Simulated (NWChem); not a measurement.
Everything below was run with NWChem. System: acetamide (C2H5NO), charge 0, spin multiplicity 1, at a geometry optimised with B3LYP/def2-SVP. Level: RHF/def2-TZVP.

Part of the output:

```
             Northwest Computational Chemistry Package (NWChem) 7.3.0
             --------------------------------------------------------

                                NWChem Input Module
                                -------------------

 Scaling coordinates for geometry "geometry" by  1.889725989
 (inverse scale =  0.529177249)

                             Geometry "geometry" -> ""
                             -------------------------

 Output coordinates in angstroms (scale by  1.889725989 to convert to a.u.)

  No.       Tag          Charge          X              Y              Z
 ---- ---------------- ---------- -------------- -------------- --------------
    1 C                    6.0000    -0.72143100     1.20628200    -0.00134000
    2 C                    6.0000     0.17091300    -0.02768200    -0.00551700
    3 N                    7.0000    -0.49907500    -1.22120700    -0.02239900
    4 O                    8.0000     1.38474500     0.03523500     0.02355800
    5 H                    1.0000    -1.15932700     1.34895900     1.00059100
    6 H                    1.0000    -1.54924600     1.12137200    -0.72309000
    7 H                    1.0000    -0.10903300     2.08339900    -0.24342000
    8 H                    1.0000     0.04402400    -2.07578800     0.01085400
    9 H                    1.0000    -1.50774800    -1.28297500    -0.03546900

 Effective nuclear repulsion energy (a.u.)     121.3302353340

            Nuclear Dipole moment (a.u.)
            ----------------------------
        X                 Y               Z
 ---------------- ---------------- ----------------
    -0.0000056692    -0.0000037795    -0.0000094486


 Summary of "ao basis" -> "" (spherical)
 ------------------------------------------------------------------------------
       Tag                 Description            Shells   Functions and Types
 ---------------- ------------------------------  ------  ---------------------
 *                         def2-tzvp                  on all atoms

 Summary of "ao basis" -> "ao basis" (spherical)
 ------------------------------------------------------------------------------
       Tag                 Description            Shells   Functions and Types
 ---------------- ------------------------------  ------  ---------------------
 C                         def2-tzvp                11       31   5s3p2d1f
 N                         def2-tzvp                11       31   5s3p2d1f
 O                         def2-tzvp                11       31   5s3p2d1f
 H                         def2-tzvp                 4        6   3s1p

                                 NWChem SCF Module
                                 -----------------

  ao basis        = "ao basis"
  functions       =   154
  atoms           =     9
  closed shells   =    16
  open shells     =     0
  charge          =   0.00
  wavefunction    = RHF
  use symmetry    = F
  symmetry adapt  = F

 Summary of "ao basis" -> "ao basis" (spherical)
 ------------------------------------------------------------------------------
       Tag                 Description            Shells   Functions and Types
 ---------------- ------------------------------  ------  ---------------------
 C                         def2-tzvp                11       31   5s3p2d1f
 N                         def2-tzvp                11       31   5s3p2d1f
 O                         def2-tzvp                11       31   5s3p2d1f
 H                         def2-tzvp                 4        6   3s1p

 Forming initial guess at       0.2s

      Superposition of Atomic Density Guess
      -------------------------------------

 Sum of atomic energies:        -206.93756147

      Non-variational initial energy
      ------------------------------

 Total energy =    -209.129653
 1-e energy   =    -520.340532
 2-e energy   =     189.880644
 HOMO         =      -0.360406
 LUMO         =       0.038231

 Starting SCF solution at       6.8s

 ----------------------------------------------
         Quadratically convergent ROHF

 Convergence threshold     :          1.000E-07
 Maximum no. of iterations :          100
 Final Fock-matrix accuracy:          1.000E-09
 ----------------------------------------------

              iter       energy          gnorm     gmax       time
             ----- ------------------- --------- --------- --------
                 1     -207.9586522666  1.33D+00  2.75D-01      9.1
                 2     -208.0494985216  4.21D-01  6.08D-02     13.8
                 3     -208.0643899997  3.88D-02  7.05D-03     20.4
                 4     -208.0646242489  9.07D-04  1.87D-04     32.3
                 5     -208.0646243572  5.06D-07  1.13D-07     54.0
                 6     -208.0646243572  9.34D-09  2.39D-09     64.6

       Final RHF  results
       ------------------

         Total SCF energy =   -208.064624357245
      One-electron energy =   -523.637136193739
      Two-electron energy =    194.242276502534
 Nuclear repulsion energy =    121.330235333960

        Time for solution =     57.9s

             Final eigenvalues
             -----------------

              1
    1  -20.5151
    2  -15.5834
    3  -11.3522
    4  -11.2409
    5   -1.3788
    6   -1.2071
    7   -0.9994
    8   -0.7965
    9   -0.7211
   10   -0.6625
   11   -0.6124
   12   -0.5856
   13   -0.5582
   14   -0.5243
   15   -0.4243
   16   -0.4147
   17    0.1185
   18    0.1672
   19    0.1765
   20    0.1887
   21    0.2222
   22    0.2368
   23    0.2498
   24    0.2924
   25    0.3125
   26    0.3466

                       ROHF Final Molecular Orbital Analysis
                       -------------------------------------

 Vector   14  Occ=2.000000D+00  E=-5.242787D-01
              MO Center= -1.7D-01,  3.0D-01,  8.6D-02, r^2= 2.8D+00
   Bfn.  Coefficient  Atom+Function         Bfn.  Coefficient  Atom+Function
  ----- ------------  ---------------      ----- ------------  ---------------
   101     -0.213923  4 O  pz                 8      0.203932  1 C  pz
   104     -0.193288  4 O  pz                70     -0.186619  3 N  pz
    73     -0.182402  3 N  pz               126      0.179628  5 H  s
    11      0.177636  1 C  pz                39     -0.154113  2 C  pz

 Vector   15  Occ=2.000000D+00  E=-4.243488D-01
              MO Center=  8.4D-01,  9.8D-02,  1.1D-02, r^2= 1.8D+00
   Bfn.  Coefficient  Atom+Function         Bfn.  Coefficient  Atom+Function
  ----- ------------  ---------------      ----- ------------  ---------------
   100      0.406827  4 O  py               103      0.364473  4 O  py
   106      0.253027  4 O  py                 5     -0.190771  1 C  s
    67      0.176077  3 N  s

 Vector   16  Occ=2.000000D+00  E=-4.146690D-01
              MO Center=  2.3D-01, -7.0D-01, -6.2D-03, r^2= 2.0D+00
   Bfn.  Coefficient  Atom+Function         Bfn.  Coefficient  Atom+Function
  ----- ------------  ---------------      ----- ------------  ---------------
    70      0.330800  3 N  pz                73      0.317302  3 N  pz
    76      0.290899  3 N  pz               101     -0.283672  4 O  pz
   104     -0.256664  4 O  pz               107     -0.179664  4 O  pz

 Vector   17  Occ=0.000000D+00  E= 1.184814D-01
              MO Center= -1.5D+00, -5.4D-01, -2.4D-02, r^2= 7.0D+00
   Bfn.  Coefficient  Atom+Function         Bfn.  Coefficient  Atom+Function
  ----- ------------  ---------------      ----- ------------  ---------------
     5      5.093665  1 C  s                 36     -2.104506  2 C  s
    67      1.588582  3 N  s                151     -1.524285  9 H  s
   133     -1.475035  6 H  s                127     -1.444907  5 H  s
   139     -1.049387  7 H  s                 44     -0.824762  2 C  py
   145     -0.824040  8 H  s                  4     -0.538211  1 C  s

 Vector   18  Occ=0.000000D+00  E= 1.672399D-01
              MO Center= -7.2D-01, -2.6D-01,  2.4D-01, r^2= 9.1D+00
   Bfn.  Coefficient  Atom+Function         Bfn.  Coefficient  Atom+Function
  ----- ------------  ---------------      ----- ------------  ---------------
     5      4.888975  1 C  s                127     -2.181636  5 H  s
    36     -1.791372  2 C  s                133     -1.465891  6 H  s
   145      1.416579  8 H  s                 67     -1.232969  3 N  s
   139     -1.151189  7 H  s                151      0.699339  9 H  s
     4     -0.448290  1 C  s                 75      0.387218  3 N  py

 Vector   19  Occ=0.000000D+00  E= 1.764673D-01
              MO Center= -4.8D-01, -8.0D-02,  9.0D-03, r^2= 5.9D+00
   Bfn.  Coefficient  Atom+Function         Bfn.  Coefficient  Atom+Function
  ----- ------------  ---------------      ----- ------------  ---------------
   133     -1.405148  6 H  s                127      1.371180  5 H  s
   145      1.103928  8 H  s                 14     -0.918432  1 C  pz
   151     -0.669548  9 H  s                 74     -0.656931  3 N  px
    67     -0.513556  3 N  s                  5      0.368641  1 C  s
    36      0.365975  2 C  s                139     -0.364018  7 H  s

 center of mass
 --------------
 x =   0.13569442 y =  -0.03807642 z =  -0.00030699

 moments of inertia (a.u.)
 ------------------
         190.839629502879           9.991556162325          -2.572388748631
           9.991556162325         171.917944562290          -1.548851152468
          -2.572388748631          -1.548851152468         351.234761315651

  Mulliken analysis of the total density
  --------------------------------------

    Atom       Charge   Shell Charges
 -----------   ------   -------------------------------------------------------
    1 C    6     6.32   0.85  1.12  0.47  0.67  0.07  1.26  1.41  0.40  0.02  0.04  0.00
    2 C    6     5.53   0.86  1.12  0.52  0.47  0.06  1.14  0.95  0.11  0.06  0.21  0.02
    3 N    7     7.56   0.82  1.16  0.50  0.81  0.15  1.54  1.81  0.73  0.01  0.03  0.00
    4 O    8     8.51   0.79  1.18  0.58  0.94  0.35  1.84  1.97  0.82  0.00  0.03  0.00
    5 H    1     0.87   0.26  0.49  0.10  0.02
    6 H    1     0.89   0.26  0.49  0.11  0.02
    7 H    1     0.86   0.26  0.48  0.09  0.02
    8 H    1     0.73   0.25  0.39  0.05  0.04
    9 H    1     0.74   0.26  0.40  0.04  0.04

       Multipole analysis of the density wrt the origin
       ------------------------------------------------

     L   x y z        total         open         nuclear
     -   - - -        -----         ----         -------
     0   0 0 0     -0.000000      0.000000     32.000000

     1   1 0 0     -1.627496      0.000000     -0.000006
     1   0 1 0     -0.342837      0.000000     -0.000004
     1   0 0 1     -0.002042      0.000000     -0.000009

     2   2 0 0    -20.296066      0.000000     94.322725
     2   1 1 0      0.179926      0.000000     -8.136813
     2   1 0 1     -0.062091      0.000000      1.357354
     2   0 2 0    -14.617072      0.000000    116.264179
     2   0 1 1     -0.046878      0.000000      0.871599
     2   0 0 2    -18.727696      0.000000      5.688048

 Task  times  cpu:       64.7s     wall:       64.7s

 Total times  cpu:       64.7s     wall:       64.7s
```

Write an NWChem input that would produce this output.

One answer among several that fit: 
```
start mol
memory heap 200 mb stack 900 mb global 1100 mb
geometry units angstroms nocenter noautoz noautosym
  C     -0.721431     1.206282    -0.001340
  C      0.170913    -0.027682    -0.005517
  N     -0.499075    -1.221207    -0.022399
  O      1.384745     0.035235     0.023558
  H     -1.159327     1.348959     1.000591
  H     -1.549246     1.121372    -0.723090
  H     -0.109033     2.083399    -0.243420
  H      0.044024    -2.075788     0.010854
  H     -1.507748    -1.282975    -0.035469
end
basis spherical
  * library def2-tzvp
end
scf
  rhf
  nopen 0
  maxiter 100
  thresh 1e-7
  semidirect memsize 60000000 filesize 0
end
task scf energy
```
